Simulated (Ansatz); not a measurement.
**CH6Si (triplet): wave-function methods side by side at distance Si1–H5 along a hydrogen transfer = 1.982 Å, cc-pVDZ**

Aim: climb from Hartree-Fock through coupled cluster and multireference methods for CH6Si (triplet) at one geometry and basis, and see what each rung misses.

Program: Ansatz 0.2.0, Gaussian basis. Level of theory: cc-pVDZ, core rule «outside noble gas», up to 6 orbitals frozen. These are calculated values, not measurements.

The runs, in order: UHF; CCSD(T) on ROHF; CCSD(T) on UHF; BCCD(T) on ROHF; CISD; CCSDT(Q) on ROHF; CCSDT(Q) on UHF; CASSCF and MRCISD+Q, 4 electrons in 4 orbitals; CASSCF and NEVPT2, 4 electrons in 4 orbitals; CASSCF and MRCISD+Q, 10 electrons in 10 orbitals; CASSCF and NEVPT2, 10 electrons in 10 orbitals.

## (1) The system

The geometry derives from fragments relaxed apart (PBE0/def2-TZVP) and kept rigid, so it is no stationary point. A hydrogen atom is moved between rigid fragments.

8 atoms, charge 0, spin multiplicity 3.

Atoms are counted from 1 here; the program's logs count them from 0.

Bond lengths: Si1–H2 1.485 Å, Si1–H3 1.485 Å, Si1–H4 1.485 Å, H5–C6 1.289 Å, C6–H7 1.079 Å, C6–H8 1.079 Å. Angles: H2–Si1–H3 109.5°, H2–Si1–H4 109.5°, H3–Si1–H4 109.5°, H5–C6–H7 112.6°, H5–C6–H8 112.6°, H7–C6–H8 134.8°.

## (2) UHF

in.yaml

```yaml
crystal:
  periodic: [false, false, false]
  atoms:
    - {symbol: Si, position_ang: [-1.023274, 0.000000, 0.000000]}
    - {symbol: H, position_ang: [-1.518146, 1.399708, 0.000000]}
    - {symbol: H, position_ang: [-1.518145, -0.699854, 1.212183]}
    - {symbol: H, position_ang: [-1.518146, -0.699854, -1.212182]}
    - {symbol: H, position_ang: [0.958726, 0.000000, 0.000000]}
    - {symbol: C, position_ang: [2.247726, 0.000000, -0.000001]}
    - {symbol: H, position_ang: [2.662194, 0.000000, 0.996160]}
    - {symbol: H, position_ang: [2.662194, 0.000000, -0.996162]}
basis:
  gaussian: {orbitals: cc-pVDZ}
magnetization: {spin_polarized: true, initial_magnetization: 2}
hamiltonian: {xc: hf}
output: {orbitals: {seedname: orbitals}}
```

Started as:

```console
> ansatz run in.yaml --threads 1 --pin off --events-out ev --progress --plain --max-ram 2816MiB --backend cpu
```

After this run come: CCSD(T) on ROHF; CCSD(T) on UHF; BCCD(T) on ROHF; CISD; CCSDT(Q) on ROHF; CCSDT(Q) on UHF; CASSCF and MRCISD+Q, 4 electrons in 4 orbitals; CASSCF and NEVPT2, 4 electrons in 4 orbitals; CASSCF and MRCISD+Q, 10 electrons in 10 orbitals; CASSCF and NEVPT2, 10 electrons in 10 orbitals.

Q: Predict the results of all the runs planned. Wanted: UCCSDT(Q) below the RHF energy; RMP2 from UCCSDT(Q); UMP2 from UCCSDT(Q); RCCSD from UCCSDT(Q); RCCSD(T) from UCCSDT(Q); UCCSD(T) from UCCSDT(Q); RCCSDT(Q) from UCCSDT(Q); NEVPT2 pair from UCCSDT(Q); T1 diagnostic.

**Answer**, as computed:

| quantity | value |
| --- | --- |
| UCCSDT(Q) below the RHF energy | -8.0980 eV |
| RMP2 from UCCSDT(Q) | +1554.6 meV |
| UMP2 from UCCSDT(Q) | +1584.0 meV |
| RCCSD from UCCSDT(Q) | +205.4 meV |
| RCCSD(T) from UCCSDT(Q) | +38.6 meV |
| UCCSD(T) from UCCSDT(Q) | +39.5 meV |
| RCCSDT(Q) from UCCSDT(Q) | +0.8 meV |
| NEVPT2 pair from UCCSDT(Q) | +1534.5 meV |
| levels within 1 kcal/mol (43 meV) | RCCSD(T), UCCSD(T), BCCD(T), RCCSDT, UCCSDT, RCCSDT(Q) |
| T1 diagnostic | 0.020 |

What this shows: RCCSD(T) lands +38.6 meV from the yardstick (0.5 % of the correlation energy). These misses are within one basis, not against nature; the frozen cores of restricted and unrestricted runs differ, which can shift their rows.
